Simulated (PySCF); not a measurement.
# A ladder for the ionisation energy of B

B [He] 2s2 2p1 (2P) → B⁺ [He] 2s2 (1S). Scalar values calculated with PySCF 2.14 in aug-cc-pVQZ-DK (spin-free X2C; valence: 1s2 frozen). The spin-orbit shift comes from two-component X2C-1e calculations (generalised Hartree-Fock, GHF, and MP2 on its spinors, GMP2) in x2c-QZVPPall-2c: GMP2 gives 8.280 eV without and 8.282 eV with screened spin-orbit coupling, a shift of 0.001 eV (GHF: 0.001 eV). Sums use unrounded values; where a UHF row is shifted, it takes the GHF shift.

| method | scalar (eV) |
| --- | --- |
| UHF | 8.039 |
| LDA | 8.642 |
| PBE | 8.671 |
| PBE0 | 8.645 |
| r2SCAN | 8.768 |
| M06 | 8.430 |
| PW91 | 8.733 |
| LC-wPBE | 8.765 |
| B2PLYP | 8.502 |
| MP2 (valence) | 8.288 |
| SCS-MP2 (valence) | 8.257 |
| CCSD (valence) | 8.190 |
| CCSD(T) (valence) | 8.230 |

Question: Form a composite estimate from CCSD(T) (valence) and the spin-orbit shift, and compare it with the reference, 8.298 eV (measured; NIST Atomic Spectra Database, ionization energies).

Answer: 8.230 + (0.001) = 8.231 eV, an error of -0.067 eV.

The errors of the correlated levels include the incompleteness of the basis and the frozen core, so a lower level can come closer by cancellation.
